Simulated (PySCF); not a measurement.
C4H6N2.
Bonds: C1–N2, N2–C3 (aromatic), C3–C4 (aromatic), C4–N5 (aromatic), N5–C6 (aromatic), N2–C6 (aromatic). Hydrogens: H7, H8, H9 on C1; H10 on C3; H11 on C4; H12 on C6.

Level of theory: PBE0-D3(BJ)/def2-SVP geometry optimisation, gas phase in PySCF.

(1) Give the optimised bond lengths and angles.

Answers

(1) 
```csv
bond,length (Å)
C1–N2,1.439
N2–C3,1.373
C3–C4,1.376
C4–N5,1.365
N5–C6,1.309
N2–C6,1.362
"C1–H7, C1–H8, C1–H9",1.100
C3–H10,1.088
C4–H11,1.090
C6–H12,1.091
```

Bonds in one row agree within 0.01 Å and their mean is given. A selection of angles:
```csv
angle,degrees
N2–C1–H7,111.0
N2–C1–H9,109.1
H7–C1–H8,108.8
H7–C1–H9,108.3
C1–N2–C3,126.7
C1–N2–C6,126.8
C3–N2–C6,106.5
N2–C3–C4,105.5
N2–C3–H10,122.1
C4–C3–H10,132.5
C3–C4–N5,110.5
C3–C4–H11,127.7
N5–C4–H11,121.9
C4–N5–C6,105.3
N5–C6–H12,126.1
N2–C6–N5,112.3
N2–C6–H12,121.6
```

The C–N distances run from 1.309 Å (N5–C6, aromatic) to 1.439 Å (C1–N2, drawn single), a spread of 0.130 Å. N2 (pyrrole-type nitrogen) is planar (angles 126.8°, 126.7° and 106.5°, sum 360.0°, 0.01 Å off the plane of its three neighbours). The 5-membered ring N2–C3–C4–N5–C6 has internal angles of 105.3° to 112.3°; it is planar, 0.00 Å rms from its mean plane, widest ring torsion 0°. Of the pairs four or more bonds apart, H9···H12 is among the closest relative to their van der Waals radii: 2.46 Å, 102 % of the sum of Bondi's values. The 6 heavy atoms lie in one plane (0.004 Å rms).

No frequency check.
